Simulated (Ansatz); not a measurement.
# C3H9NS: a ladder of functionals and wavefunction methods

Aim: compute C3H9NS with functionals from several rungs and with coupled cluster. The yardstick is the atomisation energy at the CCSD(T) limit.

Computed with Ansatz 0.2.0, Gaussian basis. Level: functionals in def2-TZVPP, the program's frozen cores in correlated methods.

Levels to be run: PBE-D4, r2SCAN-D4, PBE0-D4, B3LYP-D4, ωB97X-V, ωB97M-V, B2PLYP; CCSD(T)/def2-TZVPP; MP2/def2-QZVPP; extrapolation to the limit.

## Step 1: The relaxed structure

All runs share one geometry, relaxed beforehand with PBE0-D4 in a triple-zeta def2 set.

SMILES `CNCSC`, 14 atoms, charge 0, spin multiplicity 1.

Atoms are counted from 1 here; the program's logs count them from 0.

Bond lengths: C1–N2 1.448 Å, C1–H6 1.091 Å, C1–H7 1.093 Å, C1–H8 1.099 Å, N2–C3 1.422 Å, N2–H9 1.011 Å, C3–S4 1.845 Å, C3–H10 1.093 Å, C3–H11 1.094 Å, S4–C5 1.796 Å, C5–H12 1.090 Å, C5–H13 1.092 Å, C5–H14 1.092 Å. Angles: N2–C1–H6 109.3°, N2–C1–H7 109.1°, N2–C1–H8 114.3°, H6–C1–H7 107.7°, H6–C1–H8 108.6°, H7–C1–H8 107.7°, C1–N2–C3 115.4°, C1–N2–H9 111.2°, C3–N2–H9 110.8°, N2–C3–S4 114.2°, N2–C3–H10 109.8°, N2–C3–H11 109.4°, S4–C3–H10 107.2°, S4–C3–H11 107.6°, H10–C3–H11 108.4°, C3–S4–C5 98.1°, S4–C5–H12 107.5°, S4–C5–H13 111.2° and more.

## Step 2: PBE-D4 (GGA)

in.yaml

```yaml
crystal:
  periodic: [false, false, false]
  atoms:
    - {symbol: C, position_ang: [-1.554131, 1.029768, 1.275487]}
    - {symbol: N, position_ang: [-0.655106, 1.452649, 0.222273]}
    - {symbol: C, position_ang: [0.383210, 0.535322, -0.099571]}
    - {symbol: S, position_ang: [-0.210715, -1.066624, -0.796111]}
    - {symbol: C, position_ang: [1.390430, -1.817545, -1.108589]}
    - {symbol: H, position_ang: [-2.276732, 1.823383, 1.473170]}
    - {symbol: H, position_ang: [-0.980391, 0.867819, 2.191998]}
    - {symbol: H, position_ang: [-2.102138, 0.102957, 1.056766]}
    - {symbol: H, position_ang: [-1.166328, 1.721586, -0.607893]}
    - {symbol: H, position_ang: [1.054029, 0.980135, -0.838878]}
    - {symbol: H, position_ang: [0.961535, 0.311018, 0.801865]}
    - {symbol: H, position_ang: [1.212313, -2.796148, -1.554498]}
    - {symbol: H, position_ang: [1.950710, -1.955109, -0.181316]}
    - {symbol: H, position_ang: [1.980114, -1.218313, -1.806104]}
basis:
  gaussian: {orbitals: def2-TZVPP}
hamiltonian: {xc: pbe, dispersion: d4}
output: {forces: true, orbitals: {seedname: orbitals}}
```

Run with:

```console
ansatz run in.yaml --threads 4 --pin off --events-out ev --progress --plain --max-ram 10444MiB
```

The runs that follow: r2SCAN-D4 (meta-GGA); PBE0-D4 (hybrid); B3LYP-D4 (hybrid); ωB97X-V (range-separated); ωB97M-V (range-separated); B2PLYP (double hybrid); CCSD(T) in def2-TZVPP; MP2 in def2-QZVPP.

Q: Predict the results of all the runs planned. Wanted: atomisation energy, CCSD(T)/CBS; farthest; mean size of error, hybrid; mean size of error, range-separated; gap, smallest and largest; T1 diagnostic; triples share of the correlation energy.

As calculated:

```
                               quantity                                  value
        atomisation energy, CCSD(T)/CBS                              53.024 eV
    functionals within 0.265 eV (0.5 %)  r2SCAN-D4, B3LYP-D4, ωB97X-V, ωB97M-V
                               farthest                     PBE-D4 (+1.218 eV)
             mean size of error, hybrid                               0.256 eV
    mean size of error, range-separated                               0.243 eV
              gap, smallest and largest   4.67 eV (PBE-D4), 11.30 eV (ωB97X-V)
                          T1 diagnostic                                 0.0099
triples share of the correlation energy                                  4.0 %
```

**Reading.** PBE-D4 is off by +1.218 eV. Double hybrids carry the basis error of their MP2 part in triple zeta, and no dispersion term here, so their miss is partly the set-up's. The reference freezes the cores and leaves out relativity and excitations past (T), so misses under about 0.265 eV can't be ranked. Hartree-Fock recovers 72 % of the binding; the rest is correlation. The gap grows from 4.7 to 11.3 eV across the functionals, mostly with the share of exact exchange.
